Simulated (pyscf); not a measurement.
Thermochemistry of product channels of `[OH][PH][OH]` + `[SiH2]` [singlet] on the singlet surface, in kcal/mol, from ωB97M-D3(BJ)/def2-TZVP energies (ideal gas, 1 atm, RRHO with modes under 100 cm⁻¹ raised to 100, one conformer, R ln 2 for chiral ones without a mode under 150 cm⁻¹). PySCF, gas phase, ωB97X-D3(BJ)/def2-SVP geometries.

| products | ΔE | ΔH(298 K) | ΔG(298 K) | ΔG(600 K) |
|---|---|---|---|---|
| `[OH][P]([OH])[SiH3]` | -53.5 | -51.5 | -40.7 | -30.0 |
| `[OH][PH][O][SiH]` [singlet] + `[H][H]` | -29.9 | -32.0 | -29.5 | -27.3 |
| `[OH][SiH3]` + `[O]=[PH]` | -36.1 | -37.5 | -38.3 | -38.9 |
| `[OH][PH][O][SiH3]` | -78.4 | -76.9 | -65.8 | -54.6 |
| `[OH][SiH2][PH][OH]` | -66.2 | -63.9 | -53.7 | -43.7 |

These are energies of the channels, which say nothing of barriers. HO–P(OH)–SiH₃ lies 40.9 kcal/mol over its isomer HO–SiH₂–O–PH₂ (electronic energy, ωB97M-D3(BJ)/def2-TZVP). HO–PH–O–SiH₃ lies 16.1 kcal/mol over its isomer HO–SiH₂–O–PH₂ (electronic energy, ωB97M-D3(BJ)/def2-TZVP).
